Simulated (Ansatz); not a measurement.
**AlS (quartet): the correlation ladder at distance Al1–S2 = 3.112 Å, 6-31G**

How much of the correlation energy of AlS (quartet) does each wave-function method recover here?

Method: 6-31G, core rule «outside noble gas», up to 10 orbitals frozen; program: Ansatz 0.2.0, Gaussian basis.

To be run: UHF; CCSD(T) on ROHF; CCSD(T) on UHF; BCCD(T) on ROHF; CISD as a restricted active space (open shells left free, so some higher excitations enter); CCSDT(Q) on ROHF; CCSDT(Q) on UHF; CISDTQ; CCSDTQ on ROHF; CCSDTQ on UHF; CASSCF and MRCISD+Q, 5 electrons in 5 orbitals; CASSCF and NEVPT2, 5 electrons in 5 orbitals; CASSCF and MRCISD+Q, 9 electrons in 8 orbitals; CASSCF and NEVPT2, 9 electrons in 8 orbitals; Full CI.

23 further runs of the same task are left out: 16 that didn't finish, 7 set aside as unsound or not needed. Runs told in other sessions of the task aren't counted.

## 1. The geometry

The geometry derives from a PBE0/def2-TZVP stationary point (not a proven minimum). One bond is set to the value named and the two fragments are kept rigid.

2 atoms, charge 0, spin multiplicity 4.

Atoms are counted from 1 here; the program's logs count them from 0.

No contacts short enough for the rule that draws bonds.

## 2. UHF

in.yaml

```yaml
crystal:
  periodic: [false, false, false]
  atoms:
    - {symbol: Al, position_ang: [0.000000, 0.000000, 0.000000]}
    - {symbol: S, position_ang: [0.000000, 0.000000, 3.112000]}
basis:
  gaussian: {orbitals: 6-31G}
magnetization: {spin_polarized: true, initial_magnetization: 3}
hamiltonian: {xc: hf}
output: {orbitals: {seedname: orbitals}}
```

On the command line:

```
ansatz run in.yaml --threads 1 --pin off --events-out ev --progress --plain --max-ram 2393MiB
```

Further steps of the session: CCSD(T) on ROHF; CCSD(T) on UHF; BCCD(T) on ROHF; CISD as a restricted active space (open shells left free, so some higher excitations enter); CCSDT(Q) on ROHF; CCSDT(Q) on UHF; CISDTQ; CCSDTQ on ROHF; CCSDTQ on UHF; CASSCF and MRCISD+Q, 5 electrons in 5 orbitals; CASSCF and NEVPT2, 5 electrons in 5 orbitals; CASSCF and MRCISD+Q, 9 electrons in 8 orbitals; CASSCF and NEVPT2, 9 electrons in 8 orbitals; Full CI.

Before running them: what should the planned runs give, taken together? Wanted: FCI from the RHF energy; RMP2 from FCI; UMP2 from FCI; RCCSD from FCI; RCCSD(T) from FCI; UCCSD(T) from FCI; RCCSDT(Q) from FCI; UCCSDT(Q) from FCI; T1 diagnostic.

As calculated:

| quantity | value |
| --- | --- |
| FCI from the ROHF energy | -1.6531 eV |
| RMP2 from FCI | +58.7 kJ/mol |
| UMP2 from FCI | +56.2 kJ/mol |
| RCCSD from FCI | +6.5 kJ/mol |
| RCCSD(T) from FCI | +4.6 kJ/mol |
| UCCSD(T) from FCI | +4.5 kJ/mol |
| RCCSDT(Q) from FCI | +0.2 kJ/mol |
| UCCSDT(Q) from FCI | +0.1 kJ/mol |
| levels within 1 kcal/mol (43 meV) | RCCSDT, UCCSDT, CISDTQ, RCCSDT(Q), UCCSDT(Q), UCCSDTQ |
| T1 diagnostic | 0.034 |
| effectively unpaired electrons | 3.38 |

**Reading.** RCCSD(T) misses by +4.6 kJ/mol, 2.9 % of the correlation energy. The occupations show static correlation (3.38 effectively unpaired electrons where one determinant has 3). These misses are within one basis, not against nature; the frozen cores of restricted and unrestricted runs differ, which can shift their rows.

Levels on UHF freeze UHF's core orbitals, full CI those of ROHF, so the U rows can settle a little off it for that reason alone.

With open shells the CI space here admits some higher excitations, so it is larger than plain CISD.
